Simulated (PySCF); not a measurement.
C5H8, SMILES C=CC(=C)C, GFN2-xTB optimised geometry.

```
13

C      1.79    -1.19     0.00
C      0.47    -1.19     0.00
C     -0.39    -0.01     0.00
C     -1.71    -0.14     0.00
C      0.26     1.34     0.00
H      2.38    -0.28     0.00
H      2.35    -2.11     0.00
H     -0.06    -2.13     0.00
H     -2.38     0.71     0.00
H     -2.19    -1.11    -0.01
H      0.89     1.46    -0.87
H      0.89     1.46     0.89
H     -0.49     2.13     0.00
```

Density from CAM-B3LYP/def2-TZVP in PySCF 2.14.0 at that geometry.

Minimum of the electron density along straight lines between bonded atoms, close to the bond critical point (lines longer than 1.1 times the sum of covalent radii, or with two minima, are not listed):

```
bond    length / Å  ρ at the minimum / e bohr⁻³  ∇²ρ there / e bohr⁻⁵  position (fraction from the first atom)
------  ----------  ---------------------------  --------------------  ---------------------------------------
C1–C2        1.328                        0.358                 -1.12                                     0.50
C2–C3        1.457                        0.286                     …                                     0.50
C3–C4        1.332                        0.356                 -1.11                                     0.51
C3–C5        1.499                        0.262                     …                                     0.51
C1–H6        1.076                        0.289                 -1.04                                     0.65
C1–H7        1.077                        0.289                 -1.04                                     0.65
C2–H8        1.083                        0.287                 -1.03                                     0.65
C4–H9        1.077                        0.289                 -1.04                                     0.65
C4–H10       1.077                        0.288                 -1.03                                     0.64
C5–H11       1.089                        0.279                 -0.96                                     0.64
C5–H12       1.089                        0.279                 -0.96                                     0.64
C5–H13       1.087                        0.281                 -0.98                                     0.64
```

### Question
Some entries are withheld; supply them.

### Answer

- C2–C3, ∇²ρ there / e bohr⁻⁵: -0.82
- C3–C5, ∇²ρ there / e bohr⁻⁵: -0.70
